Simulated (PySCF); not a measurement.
Computed properties of C3H7, SMILES C[CH]C

C3H7, SMILES C[CH]C (connectivity only; charge and spin as stated), charge +1, multiplicity 1. Coordinates come from a PBE0-D3(BJ)/def2-TZVP optimisation. The spin state was assumed, not searched. The isomer is the one that the SMILES or the coordinates give; other isomers of the formula were not compared. Other conformers were not sampled. All values are computed for the isolated molecule unless a solvent is named; none is compared with measurement here.

**Structure.** The optimised structure has C2 symmetry. All 24 harmonic modes at PBE0-D3(BJ)/def2-TZVP (PySCF) are real, so it is a minimum. With heavy atoms numbered as in [CH3:1][CH:2][CH3:3], the shortest bond between them is C1–C2 at 1.428 Å and the longest C2–C3 at 1.428 Å.

**Vibrations.** The strongest infrared lines (harmonic, unscaled, degenerate partners summed) lie at 2876 cm⁻¹ (242 km/mol, H 94 %), 1282 cm⁻¹ (219 km/mol, H 78 %, C 22 %), 677 cm⁻¹ (76 km/mol, H 89 %, C 11 %). The softest mode is at 160 cm⁻¹ and the zero-point energy is 55.3 kcal/mol.

**Electronic structure.** ωB97X/def2-TZVPD (PySCF) places the frontier levels at -19.26 and -6.80 eV, a gap of 12.46 eV and a mean polarisability of 34.1 bohr³.

**Excitations.** TDDFT-CAM-B3LYP/def2-SVPD (PySCF) has S1 at 5.69 eV (218 nm, f = 0.004, weak); the most intense of the 10 singlets computed lies at 7.38 eV (f = 0.36). T1 (TDA) is at 5.14 eV. No vertical singlet excitation falls in the visible range (under 3.1 eV).

**NMR.** GIAO shifts at PBE0/pcSseg-1 (PySCF) (non-relativistic, atoms alike by connectivity averaged): ¹³C from 58.9 to 331.6 ppm against TMS; ¹H from 4.7 to 12.7 ppm against TMS.
